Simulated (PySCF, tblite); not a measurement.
# 4-methylthiazole: dynamics, then NMR shifts on frames, part 2 of 2

tblite 0.8.0 and PySCF 2.14.0. Atoms count from 0. The steps go on from the part before.

### Step 5. Nuclear shieldings: 625 fs, PBE0/pcSseg-1

Job settings and geometry (Å):

```
{"job": {"kind": "nmr", "xc": "PBE0", "basis": "pcSseg-1", "pop": false}, "charge": 0, "multiplicity": 1}
C     -1.218100    -1.437800     0.208500
C      0.199800    -1.048600     0.082900
C      0.623400     0.136000    -0.407300
S      2.315300     0.354200    -0.153900
C      2.314500    -1.166900     0.566800
N      1.183700    -1.774100     0.690600
H     -1.394600    -1.650800     1.275800
H     -1.943900    -0.680100    -0.012300
H     -1.435600    -2.394400    -0.279300
H      0.068600     0.714500    -1.077800
H      3.147400    -1.613700     1.031900
```

Level: GIAO PBE0/pcSseg-1 NMR shielding, non-relativistic, gas phase.

Output:

```text
coarse grid: 10136 points
cycle   1  E = -607.8566855303  dE =  1.184e+00  |g| = 3.698e-01  |ddm| = 3.273e+00
cycle   2  E = -607.8049357557  dE =  5.175e-02  |g| = 5.894e-01  |ddm| = 9.598e-01
cycle   3  E = -607.8895196470  dE = -8.458e-02  |g| = 1.085e-01  |ddm| = 6.840e-01
cycle   4  E = -607.8920704227  dE = -2.551e-03  |g| = 3.223e-02  |ddm| = 1.071e-01
cycle   5  E = -607.8922791102  dE = -2.087e-04  |g| = 1.241e-02  |ddm| = 3.864e-02
cycle   6  E = -607.8923157619  dE = -3.665e-05  |g| = 4.134e-03  |ddm| = 1.499e-02
cycle   7  E = -607.8923200658  dE = -4.304e-06  |g| = 1.066e-03  |ddm| = 4.655e-03
final grid: 94432 points
cycle   8  E = -607.9289533240  dE = -1.622e-05  |g| = 9.757e-03  |ddm| = 2.483e-02
cycle   9  E = -607.9289119094  dE =  4.141e-05  |g| = 1.563e-02  |ddm| = 2.596e-02
cycle  10  E = -607.9289762067  dE = -6.430e-05  |g| = 2.482e-03  |ddm| = 1.843e-02
cycle  11  E = -607.9289776627  dE = -1.456e-06  |g| = 3.228e-04  |ddm| = 2.254e-03
cycle  12  E = -607.9289776866  dE = -2.389e-08  |g| = 9.709e-05  |ddm| = 4.120e-04
cycle  13  E = -607.9289776886  dE = -2.069e-09  |g| = 2.738e-05  |ddm| = 9.180e-05
cycle  14  E = -607.9289776888  dE = -1.860e-10  |g| = 8.832e-06  |ddm| = 3.475e-05
converged SCF energy = -607.9289776888

GIAO shielding tensors (ppm)
atom      isotropic    diamagn.    paramagn.     s11        s22        s33       span
  0 C      169.297     245.303     -76.006    156.288    159.650    191.954     35.666
  1 C       26.129     256.912    -230.783    -59.899     24.488    113.798    173.697
  2 C       68.267     256.759    -188.492    -12.306     82.226    134.881    147.186
  3 S      270.906    1056.817    -785.911     75.255    311.795    425.669    350.414
  4 C       32.706     258.730    -226.025    -49.647     29.743    118.020    167.667
  5 N     -103.304     331.630    -434.934   -388.329   -136.378    214.796    603.125
  6 H       28.757      28.356       0.401     24.133     27.246     34.892     10.760
  7 H       29.628      30.394      -0.766     24.555     29.098     35.232     10.677
  8 H       28.717      27.007       1.710     24.671     26.361     35.117     10.445
  9 H       25.635      33.668      -8.033     22.324     26.520     28.061      5.737
 10 H       23.912      29.961      -6.049     20.122     24.117     27.496      7.373
```

Wall time 10 s (1 thread of INTEL XEON PLATINUM 8581C at 2.10GHz, shared host); peak memory 0.68 GiB.

Key values: δ C1 160.8, C4 154.2, C2 118.7, C0 17.6, H10 7.81, H9 6.08 ppm.

### Step 6. Shielding tensors: 800 fs, PBE0/pcSseg-1

Job settings and geometry (Å):

```
{"job": {"kind": "nmr", "xc": "PBE0", "basis": "pcSseg-1", "pop": false}, "charge": 0, "multiplicity": 1}
C     -1.354900    -1.094300     0.373800
C      0.044900    -0.698500     0.027900
C      0.399700     0.179700    -0.899500
S      2.093200     0.450300    -0.795800
C      2.170400    -0.714000     0.459700
N      1.064500    -1.274900     0.751800
H     -1.392200    -1.005400     1.438700
H     -2.149000    -0.384800    -0.053400
H     -1.607400    -2.142800     0.053700
H     -0.276000     0.642300    -1.616200
H      3.141700    -0.958300     0.828700
```

Level: GIAO PBE0/pcSseg-1 NMR shielding, non-relativistic, gas phase.

Output:

```text
coarse grid: 10136 points
cycle   1  E = -607.8616968022  dE =  1.115e+00  |g| = 3.541e-01  |ddm| = 3.241e+00
cycle   2  E = -607.8157163352  dE =  4.598e-02  |g| = 5.632e-01  |ddm| = 8.886e-01
cycle   3  E = -607.8922663190  dE = -7.655e-02  |g| = 1.007e-01  |ddm| = 6.254e-01
cycle   4  E = -607.8944631776  dE = -2.197e-03  |g| = 3.137e-02  |ddm| = 1.029e-01
cycle   5  E = -607.8946620920  dE = -1.989e-04  |g| = 1.209e-02  |ddm| = 3.760e-02
cycle   6  E = -607.8946972356  dE = -3.514e-05  |g| = 4.270e-03  |ddm| = 1.547e-02
cycle   7  E = -607.8947019499  dE = -4.714e-06  |g| = 8.624e-04  |ddm| = 4.570e-03
final grid: 94432 points
cycle   8  E = -607.9317697413  dE = -1.429e-05  |g| = 9.164e-03  |ddm| = 2.570e-02
cycle   9  E = -607.9317330688  dE =  3.667e-05  |g| = 1.471e-02  |ddm| = 2.414e-02
cycle  10  E = -607.9317900269  dE = -5.696e-05  |g| = 2.332e-03  |ddm| = 1.717e-02
cycle  11  E = -607.9317913099  dE = -1.283e-06  |g| = 2.754e-04  |ddm| = 2.104e-03
cycle  12  E = -607.9317913270  dE = -1.714e-08  |g| = 9.130e-05  |ddm| = 3.649e-04
cycle  13  E = -607.9317913289  dE = -1.854e-09  |g| = 2.745e-05  |ddm| = 9.109e-05
cycle  14  E = -607.9317913291  dE = -1.813e-10  |g| = 8.322e-06  |ddm| = 3.515e-05
converged SCF energy = -607.9317913291

GIAO shielding tensors (ppm)
atom      isotropic    diamagn.    paramagn.     s11        s22        s33       span
  0 C      161.570     245.659     -84.089    147.645    154.745    182.321     34.676
  1 C       30.066     257.854    -227.788    -48.285     32.072    106.410    154.695
  2 C       70.286     257.361    -187.075    -12.395     84.536    138.718    151.113
  3 S      232.339    1056.726    -824.387     29.183    301.301    366.533    337.350
  4 C       32.413     257.757    -225.344    -51.444     33.316    115.367    166.811
  5 N      -93.899     330.044    -423.944   -385.583   -109.838    213.724    599.307
  6 H       29.074      29.342      -0.268     24.225     28.286     34.712     10.486
  7 H       28.164      28.403      -0.239     23.471     27.714     33.307      9.836
  8 H       27.879      26.612       1.266     24.142     25.620     33.874      9.732
  9 H       24.723      32.062      -7.339     21.430     25.836     26.904      5.474
 10 H       23.499      29.817      -6.318     20.432     21.903     28.162      7.730
```

It took 11 s on 1 thread of INTEL XEON PLATINUM 8581C at 2.10GHz, shared host; peak memory 0.68 GiB.

Key values: δ C1 156.9, C4 154.5, C2 116.6, C0 25.4, H10 8.22, H9 6.99 ppm.

### Step 7. Nuclear shieldings: 1000 fs, PBE0/pcSseg-1

Job settings and geometry (Å):

```
{"job": {"kind": "nmr", "xc": "PBE0", "basis": "pcSseg-1", "pop": false}, "charge": 0, "multiplicity": 1}
C     -1.424700    -1.122500     0.316400
C     -0.057400    -0.663600    -0.048100
C      0.259100     0.464600    -0.773200
S      1.989800     0.539400    -0.923000
C      2.117600    -0.944400    -0.053100
N      0.990500    -1.419900     0.327400
H     -1.486100    -1.536100     1.373000
H     -2.153200    -0.282900     0.241100
H     -1.828500    -1.900700    -0.361700
H     -0.448100     1.252300    -1.010800
H      3.049800    -1.392300     0.241600
```

With the program's defaults for keys left out, this is: GIAO PBE0/pcSseg-1 NMR shielding, non-relativistic, gas phase.

Output:

```text
coarse grid: 10136 points
cycle   1  E = -607.8649976815  dE =  1.027e+00  |g| = 3.561e-01  |ddm| = 3.228e+00
cycle   2  E = -607.8119432148  dE =  5.305e-02  |g| = 5.914e-01  |ddm| = 9.281e-01
cycle   3  E = -607.8958381981  dE = -8.389e-02  |g| = 9.426e-02  |ddm| = 6.605e-01
cycle   4  E = -607.8977902596  dE = -1.952e-03  |g| = 3.080e-02  |ddm| = 1.007e-01
cycle   5  E = -607.8979822964  dE = -1.920e-04  |g| = 1.218e-02  |ddm| = 3.512e-02
cycle   6  E = -607.8980174583  dE = -3.516e-05  |g| = 4.458e-03  |ddm| = 1.488e-02
cycle   7  E = -607.8980226581  dE = -5.200e-06  |g| = 9.378e-04  |ddm| = 4.776e-03
final grid: 94432 points
cycle   8  E = -607.9350451021  dE = -1.410e-05  |g| = 8.958e-03  |ddm| = 2.469e-02
cycle   9  E = -607.9350089037  dE =  3.620e-05  |g| = 1.453e-02  |ddm| = 2.373e-02
cycle  10  E = -607.9350645694  dE = -5.567e-05  |g| = 2.247e-03  |ddm| = 1.694e-02
cycle  11  E = -607.9350657860  dE = -1.217e-06  |g| = 2.829e-04  |ddm| = 2.064e-03
cycle  12  E = -607.9350658040  dE = -1.797e-08  |g| = 1.098e-04  |ddm| = 3.792e-04
cycle  13  E = -607.9350658065  dE = -2.588e-09  |g| = 3.984e-05  |ddm| = 1.175e-04
cycle  14  E = -607.9350658069  dE = -3.670e-10  |g| = 1.924e-05  |ddm| = 5.210e-05
converged SCF energy = -607.9350658069

GIAO shielding tensors (ppm)
atom      isotropic    diamagn.    paramagn.     s11        s22        s33       span
  0 C      162.980     245.065     -82.084    149.604    154.332    185.005     35.401
  1 C       27.259     256.343    -229.084    -54.318     26.773    109.320    163.638
  2 C       60.816     257.630    -196.814    -24.818     76.309    130.957    155.775
  3 S      216.969    1056.284    -839.315     26.707    265.686    358.513    331.807
  4 C       31.334     259.844    -228.510    -50.675     36.437    108.240    158.915
  5 N      -99.323     330.400    -429.723   -393.552   -124.486    220.069    613.621
  6 H       27.704      27.082       0.622     23.164     26.228     33.721     10.557
  7 H       28.685      29.182      -0.497     23.714     28.594     33.747     10.032
  8 H       28.436      27.049       1.387     25.248     25.422     34.638      9.390
  9 H       24.311      31.988      -7.677     21.347     25.035     26.551      5.204
 10 H       23.200      29.814      -6.614     19.802     22.748     27.050      7.249
```

It took 10 s on 1 thread of INTEL XEON PLATINUM 8581C at 2.10GHz, shared host; peak memory 0.68 GiB.

This run: δ C1 159.7, C4 155.6, C2 126.1, C0 23.9, H10 8.52, H9 7.41 ppm.

### Step 8. Comparing the runs: NMR shifts

Shifts (ppm) of some atoms, chosen among heavy atoms and hydrogens apart, with basis size and wall time:

```
  frame     C4     C2    C0    H8    H6   S3     N5  functions  time
 250 fs  158.5  118.3  23.0  3.81  2.49  291  356.1        134  11 s
 425 fs  151.3  120.4  22.8  4.53  2.53  310  370.9        134  10 s
 625 fs  154.2  118.7  17.6  3.00  2.96  233  371.0        134  10 s
 800 fs  154.5  116.6  25.4  3.84  2.64  271  361.6        134  11 s
1000 fs  155.6  126.1  23.9  3.28  4.01  287  367.1        134  10 s
```

### Step 9. Results

The summary covers parts 1 to 2.

```
                                      quantity                             value
                                    thermostat                             200 K
                 mean temperature, second half                             208 K
       mean potential energy above the minimum                           0.23 eV
13C shifts against TMS (PBE0/pcSseg-1, 250 fs)     158.5, 157.2, 118.3, 23.0 ppm
 1H shifts against TMS (PBE0/pcSseg-1, 250 fs)  8.41, 6.53, 3.81, 3.30, 2.49 ppm
33S shifts against CS2 (PBE0/pcSseg-1, 250 fs)                           291 ppm
15N shifts against NH3 (PBE0/pcSseg-1, 250 fs)                         356.1 ppm
                      range of the shift of S3                    233 to 310 ppm
```

In words: In the second half the potential energy averages 0.23 eV above the minimum; equipartition over 27 harmonic modes at 200 K would give 0.23 eV. With 11 atoms the temperature swings widely (108 to 278 K). Shifts at one fixed geometry are not the observed spectrum, which averages over the motion. In the first frame run (250 fs): The largest span, 593 ppm, is at N5, where the paramagnetic term is -420 ppm. NICS(1)zz of -27 ppm above the planar ring from C1 marks a diatropic (aromatic) ring current. In ppm, S3 moves most: its shift spreads over 77 ppm, from 233 (625 fs) to 310 (425 fs).
